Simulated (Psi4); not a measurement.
# PH (SMILES [PH]): levels of theory compared

We compute a comparison of 6 runs (UHF/STO-6G, UHF/3-21G, U-wB97X-D3(BJ)/aug-cc-pV(T+d)Z, UCCSD(T)/6-31G**, ROCCSD(T)/6-311+G**) of PH. 

Program for the calculation: Psi4 1.11.

9 further runs of the same task are left out: 3 that didn't finish, 6 set aside as unsound or not needed.

## 1. The molecule

PH: 2 atoms, total charge 0, spin state triplet. As SMILES, `[PH]`. Geometry: relaxed at GFN2-xTB.

Bond lengths: P1–H2 1.399 Å.

## 2. The energy at UHF/STO-6G (DKH3, IEF-PCM water) (run 1)

The input, input.inp:

```
memory 1600 MB

molecule {
  0 3
  P      0.000000     0.000000     0.000000
  H      0.000000     0.000000     1.399070
  symmetry c1
  no_reorient
  no_com
}

set basis STO-6G
set reference uhf
set scf_type pk
set relativistic dkh
set dkh_order 3
set pcm true

pcm = {
  Units = Angstrom
  Medium {
    SolverType = IEFPCM
    Solvent = Water
  }
  Cavity {
    Type = GePol
    RadiiSet = UFF
    Scaling = False
    Area = 0.3
    Mode = Implicit
  }
}

energy_value = energy('hf')
```

Launch:

```console
$ psi4 -n 1 input.inp input.out
```

input.out:

```text
[...]
  Running in c1 symmetry.
[...]
  Nuclear repulsion =    5.673524669995068
[...]
  Multiplicity = 3
[...]
  Nalpha       = 9
  Nbeta        = 7
[...]
    Number of basis functions: 10
[...]
   @UHF iter   1:  -340.75296561850081   -8.87372e-01   7.06516e-03 ADIIS/DIIS
[...]
   @UHF iter   7:  -340.75963706635923   -6.63675e-09   2.81824e-07 DIIS
[...]
   @S^2 Observed:                2.010665983E+00
[...]
    Orbital Energies [Eh]
    ---------------------
    Alpha Occupied:
       1A    -79.977989     2A     -7.220850     3A     -5.034632
       4A     -5.034632     5A     -5.011610     6A     -0.760982
       7A     -0.362844     8A     -0.262546     9A     -0.262546
    Alpha Virtual:
      10A      0.538284
    Beta Occupied:
       1A    -79.958756     2A     -7.191173     3A     -4.997231
       4A     -4.974422     5A     -4.974422     6A     -0.595349
[...]
  @UHF Final Energy:  -340.75963706635923
   => Energetics <=
    Nuclear Repulsion Energy =              5.6735246699950679
    One-Electron Energy =                -485.9069461946447746
    Two-Electron Energy =                 139.4744712333132384
    PCM Polarization Energy =              -0.0006867750228377
    Total Energy =                       -340.7596370663592893
  UHF NO Occupations:
  HONO-2 :    7  A 1.9946527
[...]
 Multipole Moments:
 ------------------------------------------------------------------------------------
     Multipole            Electronic (a.u.)      Nuclear  (a.u.)        Total (a.u.)
 ------------------------------------------------------------------------------------
 L = 1.  Multiply by 2.5417464519 to convert [e a0] to [Debye]
 Dipole X            :          0.0000000            0.0000000            0.0000000
 Dipole Y            :         -0.0000000            0.0000000           -0.0000000
 Dipole Z            :         -2.5220639            2.6438591            0.1217952
 Magnitude           :                                                    0.1217952
[...]
```

It took 1.2 s on 1 thread of INTEL XEON PLATINUM 8581C at 2.30GHz (Emerald Rapids), shared host; peak memory 0.19 GiB.

## 3. A single-point energy at UHF/STO-6G (IEF-PCM water) (run 2)

Edit input.inp of step 2 so:

```diff
@@ -1,2 +1,2 @@
-memory 1600 MB
+memory 1.6 GB
 
@@ -14,4 +14,2 @@
 set scf_type pk
-set relativistic dkh
-set dkh_order 3
 set pcm true
@@ -33,2 +31,3 @@
 
-energy_value = energy('hf')
+e, wfn = energy("hf", return_wfn=True)
+print_variables()
```

Launch:

```console
$ psi4 -i input.inp -o input.out -n 1
```

input.out:

```text
[...]
  Running in c1 symmetry.
[...]
  Nuclear repulsion =    5.673524669995068
[...]
  Multiplicity = 3
[...]
  Nalpha       = 9
  Nbeta        = 7
[...]
    Number of basis functions: 10
[...]
   @UHF iter   1:  -340.06076830334200   -8.83322e-01   7.08096e-03 ADIIS/DIIS
[...]
   @UHF iter   7:  -340.06745789491293   -7.12720e-09   2.88855e-07 DIIS
[...]
   @S^2 Observed:                2.010705012E+00
[...]
    Orbital Energies [Eh]
    ---------------------
    Alpha Occupied:
       1A    -79.755150     2A     -7.146899     3A     -5.024738
       4A     -5.024738     5A     -5.001471     6A     -0.755704
       7A     -0.361433     8A     -0.261553     9A     -0.261553
    Alpha Virtual:
      10A      0.539769
    Beta Occupied:
       1A    -79.735721     2A     -7.116914     3A     -4.987057
       4A     -4.964090     5A     -4.964090     6A     -0.591882
[...]
  @UHF Final Energy:  -340.06745789491293
   => Energetics <=
    Nuclear Repulsion Energy =              5.6735246699950679
    One-Electron Energy =                -485.1919583201537307
    Two-Electron Energy =                 139.4516822437379062
    PCM Polarization Energy =              -0.0007064884921294
    Total Energy =                       -340.0674578949128772
  UHF NO Occupations:
  HONO-2 :    7  A 1.9946331
[...]
 Multipole Moments:
 ------------------------------------------------------------------------------------
     Multipole            Electronic (a.u.)      Nuclear  (a.u.)        Total (a.u.)
 ------------------------------------------------------------------------------------
 L = 1.  Multiply by 2.5417464519 to convert [e a0] to [Debye]
 Dipole X            :          0.0000000            0.0000000            0.0000000
 Dipole Y            :         -0.0000000            0.0000000           -0.0000000
 Dipole Z            :         -2.5204210            2.6438591            0.1234382
 Magnitude           :                                                    0.1234382
[...]
```

Run time: 1.2 s. Hardware: 1 thread of INTEL XEON PLATINUM 8581C at 2.30GHz (Emerald Rapids), shared host; peak memory 0.19 GiB.

Run 3 isn't shown in full; the table further down has it.

## 4. A single-point energy at U-wB97X-D3(BJ)/aug-cc-pV(T+d)Z (DKH2, density fitting) (run 4)

The input, run_ase.py:

```python
import numpy as np
from ase.calculators.psi4 import Psi4
from ase import Atoms

atoms = Atoms(['P', 'H'], positions=[
    [0.000000, 0.000000, 0.000000],
    [0.000000, 0.000000, 1.399070],
])
calc = Psi4(atoms=atoms, method='wb97x-d3bj', basis='aug-cc-pV(T+d)Z', memory='1600MB', num_threads=1, charge=0, multiplicity=3, label='calc', reference='uks')
calc.psi4.set_options({'screening': 'density', 'guess': 'huckel', 'maxiter': 100, 'relativistic': 'dkh', 'dkh_order': 2})
atoms.calc = calc

print(f'energy: {atoms.get_potential_energy():.6f} eV')
```

Launch:

```console
$ python run_ase.py
```

calc.dat:

```text
[...]
  Running in c1 symmetry.
[...]
  Nuclear repulsion =    5.673524669995068
[...]
  Multiplicity = 3
[...]
  Nalpha       = 9
  Nbeta        = 7
[...]
    Number of basis functions: 78
[...]
   @DF-UKS iter   1:  -342.41140660903886   -3.42411e+02   8.91687e-03 ADIIS/DIIS
[...]
   @DF-UKS iter   8:  -342.60334511543238   -3.82018e-08   5.90381e-07 DIIS
[...]
   @S^2 Observed:                2.006314409E+00
[...]
    Orbital Energies [Eh]
    ---------------------
    Alpha Occupied:
       1A    -77.354500     2A     -6.723167     3A     -4.850648
       4A     -4.850648     5A     -4.842815     6A     -0.757519
       7A     -0.455447     8A     -0.355162     9A     -0.355162
    Alpha Virtual:
      10A      0.028705    11A      0.075578    12A      0.081682
      13A      0.081682    14A      0.120317    15A      0.135991
      16A      0.178880    17A      0.178880    18A      0.182520
      19A      0.182520    20A      0.281843    21A      0.303862
      22A      0.321179    23A      0.321179    24A      0.459511
      25A      0.459511    26A      0.467302    27A      0.487061
[...]
  @DF-UKS Final Energy:  -342.60334511543238
   => Energetics <=
    Nuclear Repulsion Energy =              5.6735246699950679
    One-Electron Energy =                -484.2689656135704013
    Two-Electron Energy =                 153.6151057676289042
    DFT Exchange-Correlation Energy =     -17.6219812516917713
    Empirical Dispersion Energy =          -0.0010286877941805
    VV10 Nonlocal Energy =                  0.0000000000000000
    Total Energy =                       -342.6033451154323757
[...]
 Multipole Moments:
 ------------------------------------------------------------------------------------
     Multipole            Electronic (a.u.)      Nuclear  (a.u.)        Total (a.u.)
 ------------------------------------------------------------------------------------
 L = 1.  Multiply by 2.5417464519 to convert [e a0] to [Debye]
 Dipole X            :          0.0000000            0.0000000            0.0000000
 Dipole Y            :         -0.0000000            0.0000000           -0.0000000
 Dipole Z            :         -1.1114372            1.3108184            0.1993812
 Magnitude           :                                                    0.1993812
[...]
```

The script printed:

```text
energy: -9322.711877 eV
```

Wall time 4.2 s (1 thread of INTEL XEON PLATINUM 8581C at 2.30GHz (Emerald Rapids), shared host); peak memory 0.46 GiB.

Run 5 isn't shown in full; the table further down has it.

## 5. The energy at ROCCSD(T)/6-311+G(d,p) (density fitting) (run 6)

The input, hp.xyz:

```xyz
2
HP
P      0.000000     0.000000     0.000000
H      0.000000     0.000000     1.399070
```

The input, hp.py:

```python
import psi4

psi4.set_memory(1600000000)
psi4.set_num_threads(1)
psi4.set_output_file('run.log', False)

with open('hp.xyz') as f:
    atoms = ''.join(f.readlines()[2:])
molecule = psi4.geometry('0 3\n' + atoms + 'symmetry c1')

psi4.set_options({
    'basis': '6-311+G**',
    'reference': 'rohf',
    'scf_type': 'df',
    'freeze_core': True,
    'damping_percentage': 10,
    'maxiter': 60,
})

e = psi4.energy("ccsd(t)")
print('E =', round(e, 9))
```

Launch:

```console
$ python hp.py
```

run.log:

```text
[...]
  Running in c1 symmetry.
[...]
  Nuclear repulsion =    5.673524669995068
[...]
  Multiplicity = 3
[...]
  Nalpha       = 9
  Nbeta        = 7
[...]
    Number of basis functions: 36
[...]
   @DF-ROHF iter   1:  -341.27187088971948   -5.90646e-01   3.86795e-03 DIIS
[...]
   @DF-ROHF iter  12:  -341.28211733472136   -3.37332e-09   2.02359e-11 DIIS/DAMP=10%
[...]
    Orbital Energies [Eh]
    ---------------------
    Doubly Occupied:
       1A    -79.961807     2A     -7.504388     3A     -5.395645
       4A     -5.395512     5A     -5.395512     6A     -0.778206
       7A     -0.458949
    Singly Occupied:
       8A     -0.159211     9A     -0.159211
[...]
  @DF-ROHF Final Energy:  -341.28211733472136
   => Energetics <=
    Nuclear Repulsion Energy =              5.6735246699950679
    One-Electron Energy =                -483.3724651857543222
    Two-Electron Energy =                 136.4168231810378700
    Total Energy =                       -341.2821173347214199
[...]
 Multipole Moments:
 ------------------------------------------------------------------------------------
     Multipole            Electronic (a.u.)      Nuclear  (a.u.)        Total (a.u.)
 ------------------------------------------------------------------------------------
 L = 1.  Multiply by 2.5417464519 to convert [e a0] to [Debye]
 Dipole X            :          0.0000000            0.0000000            0.0000000
 Dipole Y            :         -0.0000000            0.0000000           -0.0000000
 Dipole Z            :         -1.0360908            1.3108184            0.2747275
 Magnitude           :                                                    0.2747275
[...]
      * MP2 total energy                      = -341.369272415251714
[...]
      * CCSD total energy                     = -341.389398801199832
[...]
      * CCSD(T) total energy                     = -341.391531181844073
```

The script printed:

```text
E = -341.391531182
```

Wall time 1.9 s (1 thread of INTEL XEON PLATINUM 8581C at 2.30GHz (Emerald Rapids), shared host); peak memory 0.16 GiB.

## 6. All runs side by side

| run | level | task | radii | energy (Eh) | dipole moment (D) | HOMO energy (eV) | LUMO energy (eV) | wall time |
| --- | --- | --- | --- | --- | --- | --- | --- | --- |
| 1 | UHF/STO-6G (DKH3, IEF-PCM water) | energy | UFF | -340.759637 | 0.31 | -7.14 | 8.00 | 1.2 s |
| 2 | UHF/STO-6G (IEF-PCM water) | energy | UFF | -340.067458 | 0.31 | -7.12 | 8.03 | 1.2 s |
| 3 | UHF/3-21G | gradient | – | -339.552285 | 0.91 | -10.51 | 1.36 | 1 s |
| 4 | U-wB97X-D3(BJ)/aug-cc-pV(T+d)Z (DKH2, density fitting) | energy | – | -342.603345 | 0.51 | -9.66 | -1.09 | 4.2 s |
| 5 | UCCSD(T)/6-31G** (spherical functions) | energy | – | -341.362795 | – | -10.45 | 1.37 | 2 s |
| 6 | ROCCSD(T)/6-311+G** (density fitting) | energy | – | -341.391531 | – | – | – | 1.9 s |

## 7. Results

| quantity | value |
| --- | --- |
| run 6: total energy | -341.39153 Eh |
| run 6: correlation energy (5 core orbitals frozen) | -109.4 mEh |
| run 6: (T) correction | -2.13 mEh |
| run 6: T1 diagnostic | 0.028 |

In words: Over runs 1, 2, 3, 4 the dipole moment (its size) runs from 0.31 D (UHF/STO-6G) to 0.91 D (UHF/3-21G). The two ends differ in basis and solvent and Hamiltonian. Some runs of one species differ in core potentials or relativity; totals across that change don't compare. In runs 1, 2 the basis is minimal, so the values are rough. All runs together took 12 s, the longest 4.2 s.
